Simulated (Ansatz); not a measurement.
Anatase TiO2 (metastable phase), treated with r²SCAN-D4 (PAW; Ansatz, a program for electronic structure).

Numerical settings: plane-wave cutoff 500 eV, 14×14×14 k mesh, gaussian smearing 0.02 eV, no spin polarisation, scalar-relativistic PAW data made under PBE.

Cell (relaxed at this level):

```cif
data_O4Ti2
_chemical_formula_sum 'Ti2 O4'
_space_group_name_H-M_alt 'P 1'
_space_group_IT_number 1
_cell_length_a 5.47059
_cell_length_b 5.47059
_cell_length_c 5.47059
_cell_angle_alpha 139.672
_cell_angle_beta 139.672
_cell_angle_gamma 58.351
loop_
_space_group_symop_operation_xyz
  'x, y, z'
loop_
_atom_site_label
_atom_site_type_symbol
_atom_site_fract_x
_atom_site_fract_y
_atom_site_fract_z
_atom_site_occupancy
Ti1 Ti 0.00000 0.00000 0.00000 1
Ti2 Ti 0.75000 0.25000 0.50000 1
O1 O 0.95757 0.45757 0.50000 1
O2 O 0.20757 0.20757 0.00000 1
O3 O 0.79243 0.79243 0.00000 1
O4 O 0.54243 0.04243 0.50000 1
```

Q: Give the computed band gap.

A: 
band gap: 2.53 eV (on the SCF k mesh)

Measured, for comparison: band gap 3.42 eV (low temperature, zero-point motion not removed, gap of extended states, from the Urbach tail; as tabulated in Kang and Hybertsen (2010), arXiv:1006.4085). Computed (rounded) less measured: band gap -0.89 eV.

The computed numbers hold no vibrational or temperature effects.

Computing time: around 6 core-minutes (rough).
